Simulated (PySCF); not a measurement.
**C₄H₆N radical: geometry, EPR parameters**

Wanted: the EPR parameters of C₄H₆N radical (`[CH]1CCC=N1`), by calculation.

Computed with PySCF 2.14.0, with density-fitted response routines of our own, on a single molecule in the gas phase. Atoms count from 0, in the outputs and in this text.

## Step 1: The molecule as given

11 atoms, charge 0, multiplicity 2; geometry from: GFN2-xTB.

Bonds of the start (Å): C0–C1 1.50, C1–C2 1.54, C2–C3 1.50, C3–N4 1.31, N4–C0 1.31, C0–H5 1.07, C1–H6 1.09, C1–H7 1.09, C2–H8 1.09, C2–H9 1.09, C3–H10 1.07.

## Step 2: Geometry optimisation at PBE0-D3(BJ)/def2-SVP

The job: settings as JSON, then the geometry in Å.

```
{"job": {"xc": "PBE0", "basis": "def2-SVP", "d3": "d3bj", "grid": 1, "kind": "geom"}, "charge": 0, "multiplicity": 2}
C     -1.093400     0.638110    -0.497890
C     -0.749480    -0.539270     0.368950
C      0.785000    -0.488200     0.370160
C      1.050890     0.712300    -0.491950
N     -0.041130     1.289160    -0.940950
H     -2.090640     0.947270    -0.748090
H     -1.178860    -0.428450     1.367970
H     -1.142230    -1.467780    -0.053020
H      1.238940    -1.386470    -0.055840
H      1.205800    -0.356810     1.369920
H      2.025970     1.085480    -0.741190
```

What it wrote:

```text
step   0  E = -210.33198675  max force = 0.014007
step   1  E = -210.33324364  max force = 0.002158
step   2  E = -210.33327020  max force = 0.000805
step   3  E = -210.33327317  max force = 0.000655
step   4  E = -210.33327376  max force = 0.000290
optimisation converged
```

It took 15 s on 1 thread, shared host.

Step by step:

| step | energy from step 0 (eV) | largest force component (eV/Å) |
| --- | --- | --- |
| 0 | 0.0000 | 0.7203 |
| 1 | -0.0342 | 0.1110 |
| 2 | -0.0349 | 0.0414 |
| 3 | -0.0350 | 0.0337 |
| 4 | -0.0350 | 0.0149 |

Close pairs (by a distance rule), those that changed most:

| bond | before (Å) | after (Å) | change (Å) |
| --- | --- | --- | --- |
| C3–H10 | 1.073 | 1.093 | +0.020 |
| C0–H5 | 1.074 | 1.093 | +0.020 |
| C3–N4 | 1.314 | 1.327 | +0.012 |
| C0–N4 | 1.314 | 1.327 | +0.012 |
| C2–H9 | 1.093 | 1.104 | +0.011 |
| C2–H8 | 1.093 | 1.104 | +0.011 |
| C1–H7 | 1.093 | 1.104 | +0.011 |
| C1–H6 | 1.093 | 1.104 | +0.011 |

The final coordinates are the input of the step that follows.

| at the end point | value |
| --- | --- |
| point group (found at 0.08 Å tolerance) | C2v |
| rotational constants (GHz, main isotopes) | 8.447, 7.776, 4.263 |
| dipole moment (D) | 2.29 |
| ⟨S²⟩ | 0.783 |

## Step 3: EPR parameters: B3LYP/IGLO-III+pcH-1

The job: settings as JSON, then the geometry in Å.

```
{"job": {"kind": "epr"}, "charge": 0, "multiplicity": 2}
C     -1.098094     0.640479    -0.502493
C     -0.752701    -0.535637     0.369102
C      0.787218    -0.485778     0.370230
C      1.057052     0.712918    -0.497162
N     -0.040305     1.299429    -0.957170
H     -2.112423     0.956288    -0.760110
H     -1.187887    -0.436350     1.378866
H     -1.153638    -1.479098    -0.040576
H      1.248154    -1.399737    -0.043410
H      1.214380    -0.363329     1.380778
H      2.049104     1.096155    -0.749984
```

With the program's defaults for keys left out, this is: UKS B3LYP, IGLO-III on C N, pcH-1 on H, non-relativistic, mean-field spin-orbit, GIAO.

What it wrote:

```text
UKS, coarse grid
  cycle   1  E = -210.77308035  |g| = 2.54e-01
  cycle   2  E = -210.75295047  |g| = 3.44e-01
  cycle   3  E = -210.80821884  |g| = 5.57e-02
  cycle   4  E = -210.80918484  |g| = 3.30e-02
  cycle   5  E = -210.80973026  |g| = 8.41e-03
  cycle   6  E = -210.80980193  |g| = 2.44e-03
  cycle   7  E = -210.80981684  |g| = 4.14e-04
  cycle   8  E = -210.80981690  |g| = 1.63e-04
UKS, final grid
  cycle   1  E = -210.80979986  |g| = 2.14e-04
  cycle   2  E = -210.80979983  |g| = 3.08e-04
  cycle   3  E = -210.80979988  |g| = 4.54e-05
  cycle   4  E = -210.80979988  |g| = 5.51e-06
E = -210.80979988 Eh   <S^2> = 0.7737 (exact 0.7500)
g shifts (ppm)      1          2          3
  rmc          -134       -134       -134
  gc              8         31         28
  oz_so         -25        236        326
  total        -152        134        219
hyperfine (MHz)  atom isotope    a_iso     a_fc   dipolar eigenvalues
    0   13C      59.20      59.20    -52.59    -49.75    102.34
    1   13C     -17.91     -17.91     -0.82      0.37      0.46
    2   13C     -17.90     -17.90     -0.82      0.37      0.46
    3   13C      59.19      59.19    -52.58    -49.75    102.33
    4   14N     -10.48     -10.48    -13.49      6.38      7.11
    5    1H     -46.15     -46.15    -25.17     -0.39     25.56
    6    1H      71.08      71.08     -3.67     -2.00      5.68
    7    1H      70.52      70.52     -3.68     -1.99      5.67
    8    1H      71.17      71.17     -3.68     -2.00      5.68
    9    1H      70.42      70.42     -3.68     -2.00      5.67
   10    1H     -46.14     -46.14    -25.16     -0.39     25.56
```

Run time: 18 s. Hardware: 1 thread, shared host.

Principal g values 2.00217, 2.00245, 2.00254; g(iso) = 2.00239, against 2.00232 for a free electron.

Hyperfine couplings; where a row names several nuclei, a(iso) is their mean (it holds for fast rotation or exchange) and the dipolar term the largest among them:

| nuclei | isotope | a(iso) (MHz) | a(iso) (G, at g = 2.0023) | largest dipolar term (MHz) |
| --- | --- | --- | --- | --- |
| H6, H7, H8, H9 | 1H | 70.8 | 25.3 | 5.7 |
| C0, C3 | 13C | 59.2 | 21.1 | 102.3 |
| H5, H10 | 1H | -46.1 | -16.5 | 25.6 |
| C1, C2 | 13C | -17.9 | -6.4 | -0.8 |
| N4 | 14N | -10.5 | -3.7 | -13.5 |

Mulliken spin populations:

| atom | value (e) |
| --- | --- |
| C0 | 0.66 |
| C1 | -0.06 |
| C2 | -0.06 |
| C3 | 0.66 |
| N4 | -0.25 |
| H5 | -0.04 |
| H6 | 0.03 |
| H7 | 0.03 |
| H8 | 0.03 |
| H9 | 0.03 |
| H10 | -0.04 |

In first order the couplings over 0.8 MHz of 1H, 14N give 45 distinct lines over 141.4 G, if the averaged nuclei exchange fast.

## Step 4: Outcome

```
                            quantity                           value
                         point group                             C2v
rotational constants (main isotopes)            8.45, 7.78, 4.26 GHz
                      g(iso) (B3LYP)                         2.00239
                                ⟨S²⟩              0.774 (exact 0.75)
  largest a(iso) (averaged by class)  1H on H6, H7, H8, H9, 70.8 MHz
```

In words: Relaxing lowered the energy by 0.035 eV in 4 steps; the close pair that moved most is C3–H10, from 1.073 to 1.093 Å. No frequency check was run at this level, so the end point may be a saddle. The largest spin populations lie on C0 (0.66 e), C3 (0.66 e). The isotropic g lies 0.1 ppt above the free-electron value.
